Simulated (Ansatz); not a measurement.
# NaC (quartet): the correlation ladder at distance C1–Na2 = 2.681 Å, cc-pVTZ

How much of the correlation energy of NaC (quartet) does each wave-function method recover here?

Computed with Ansatz 0.2.0, Gaussian basis. Level: cc-pVTZ, core rule «outside noble gas», up to 6 orbitals frozen.

To be run: UHF; CCSD(T) on ROHF; CCSD(T) on UHF; BCCD(T) on ROHF; CISD; CCSDT(Q) on ROHF; CCSDT(Q) on UHF; CASSCF and MRCISD+Q, 5 electrons in 5 orbitals; CASSCF and NEVPT2, 5 electrons in 5 orbitals; Full CI.

55 further runs of the same task are left out: 42 for a known fault of the program, 10 that didn't finish, 3 set aside as unsound or not needed.

### 1 The geometry

The geometry derives from a PBE0/def2-TZVP stationary point (not a proven minimum). One bond is set to the value named and the two fragments are kept rigid.

2 atoms, charge 0, spin multiplicity 4.

Atoms are counted from 1 here; the program's logs count them from 0.

Bond lengths: C1–Na2 2.681 Å.

### 2 UHF

Input file in.yaml:

```yaml
crystal:
  periodic: [false, false, false]
  atoms:
    - {symbol: C, position_ang: [0.000000, 0.000000, 0.000000]}
    - {symbol: Na, position_ang: [0.000000, 0.000000, 2.681000]}
basis:
  gaussian: {orbitals: cc-pVTZ}
magnetization: {spin_polarized: true, initial_magnetization: 3}
hamiltonian: {xc: hf}
output: {orbitals: {seedname: orbitals}}
```

Command:

```
$ ansatz run in.yaml --threads 1 --pin off --events-out ev --progress --plain --max-ram 2393MiB
```

The runs that follow: CCSD(T) on ROHF; CCSD(T) on UHF; BCCD(T) on ROHF; CISD; CCSDT(Q) on ROHF; CCSDT(Q) on UHF; CASSCF and MRCISD+Q, 5 electrons in 5 orbitals; CASSCF and NEVPT2, 5 electrons in 5 orbitals; Full CI.

Before running them: what should the planned runs give, taken together? Wanted: FCI from the RHF energy; RMP2 from FCI; UMP2 from FCI; RCCSD from FCI; RCCSD(T) from FCI; UCCSD(T) from FCI; RCCSDT(Q) from FCI; UCCSDT(Q) from FCI; NEVPT2 pair from FCI.

The runs gave:

| quantity | value |
| --- | --- |
| FCI from the ROHF energy | -3.1761 eV |
| RMP2 from FCI | +587.8 meV |
| UMP2 from FCI | +578.3 meV |
| RCCSD from FCI | +137.4 meV |
| RCCSD(T) from FCI | +24.1 meV |
| UCCSD(T) from FCI | +22.2 meV |
| RCCSDT(Q) from FCI | -0.3 meV |
| UCCSDT(Q) from FCI | -2.5 meV |
| NEVPT2 pair from FCI | +655.3 meV |
| MRCISD+Q pair from FCI | +25.1 meV |
| levels within 1 kcal/mol (43 meV) | RCCSD(T), UCCSD(T), BCCD(T), RCCSDT, UCCSDT, RCCSDT(Q), UCCSDT(Q), MRCISD+Q pair |
| T1 diagnostic | 0.023 |
| effectively unpaired electrons | 3.02 |

RCCSD(T) misses by +24.1 meV, 0.8 % of the correlation energy. UCCSDT(Q) falls below full CI: unrestricted runs freeze a spin-polarised core, another one than full CI's, and coupled cluster isn't variational. One determinant dominates. Of the multireference levels listed MRCISD+Q pair comes nearest in total energy (+25.1 meV), which doesn't show that its space is the better one. These misses are within one basis, not against nature; the frozen cores of restricted and unrestricted runs differ, which can shift their rows.

Levels on UHF freeze UHF's core orbitals, full CI those of ROHF, so the U rows can settle a little off it for that reason alone.

With open shells the CI space here admits some triples and quadruples, so it is larger than plain CISD.
